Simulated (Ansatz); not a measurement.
# Europium, bcc under r²SCAN: from relaxation to bulk modulus

What does r²SCAN give for europium in the bcc structure? We relax it, solve it on a dense k-mesh, switch on spin-orbit coupling, then scale the cell to 7 volumes from 88 to 112 % of the relaxed one and try a fit of the equation of state. The start is ferromagnetic. The k-meshes are 10×10×10 for the relaxation; 13×13×13 for the dense run; 10×10×10 for spin-orbit coupling; 13×13×13 for the volumes. The starting cell is the measured one, from the Crystallography Open Database.

Computed with Ansatz 0.2.0 (DFT r2SCAN, plane waves (500 eV) with PAW, scalar-relativistic; PBE-made PAW files, unless a step says otherwise).

### 1 Starting point

Symmetry: Im-3m, No. 229, cubic system. The conventional cell has a = 4.551 Å, b = 4.551 Å, c = 4.551 Å, α = 90.00°, β = 90.00°, γ = 90.00°. Eu (site symmetry m-3m) has 8 Eu at 3.94 Å as nearest neighbours.

Structure file:

```
CELL_PARAMETERS angstrom
-2.27550 2.27550 2.27550
2.27550 -2.27550 2.27550
2.27550 2.27550 -2.27550
ATOMIC_POSITIONS crystal
Eu 0.00000 0.00000 0.00000
```

The atoms start with moments of +7 μB.

### 2 Relaxation of the cell

Input file input.yaml:

```yaml
crystal:
  lattice:
    - [-2.2755, 2.2755, 2.2755]
    - [2.2755, -2.2755, 2.2755]
    - [2.2755, 2.2755, -2.2755]
  atoms:
    - { symbol: Eu, position: [0.0, 0.0, 0.0], spin: 7.0 }
hamiltonian:
  xc: r2scan
  pseudopotentials:
    kind: paw
    azcp:
      Eu: "pseudopotentials/Eu.paw.azcp"
basis:
  ecutwfc: 500
  fft_grid_basis: typed
kpoints:
  mp_grid: { grid: [10, 10, 10], shift: [0, 0, 0] }
magnetization:
  spin_polarized: true
scf:
  occupations: { method: fermi_dirac, width: 0.05 }
relax:
  max_steps: 60
  f_tol: 0.01
  cell: {}
```

After this run come: Dense single point; Spin-orbit coupling switched on; Volume × 0.88; Volume × 0.92; Volume × 0.96; Volume × 1.0; Volume × 1.04; Volume × 1.08; Volume × 1.12.

Q: Predict the outcome of this session. Wanted: space group; conventional cell; volume; shortest distance; gap on the mesh; magnetic state; magnetic state with spin-orbit coupling; V₀, B₀, B₀′.

**Answer**, as computed:

| quantity | value |
| --- | --- |
| space group (spins left aside) | Im-3m (No. 229) |
| conventional cell | a = 4.455 Å |
| volume | 44.208 Å³/atom |
| shortest distance | 3.858 Å |
| against the measured volume | -6.2 % (47.129 Å³/atom) |
| gap on the mesh | none (levels filled in part) |
| magnetic state | ferromagnetic, up to 7.31 μB per atom |
| magnetic state with spin-orbit coupling | ferromagnetic, up to 6.61 μB per atom |
| V₀, B₀, B₀′ | 43.893 Å³/atom, 14.3 GPa, 3.8 |

**Reading.** The relaxed volume lies 6.2 % below the measured cell. In an f element the volume follows how many electrons the run leaves in the f shell, so the miss says more about that count than about the functional. The final state is ferromagnetic (largest moment 7.31 μB). No gap shows: it is a metal or semimetal at this level. In the spin-orbit run the largest spin moment goes from 7.31 to 6.61 μB; mesh and site projection of the two kinds of run can differ, so the change can't be laid on spin-orbit coupling. The total energy of the spin-orbit run lies +18.2 eV/atom from the scalar one, but the two kinds of run don't share a zero of energy: only differences within one kind count. The fitted modulus is 14.3 GPa, a soft solid. The f occupation was not searched in full, so a lower state may exist.
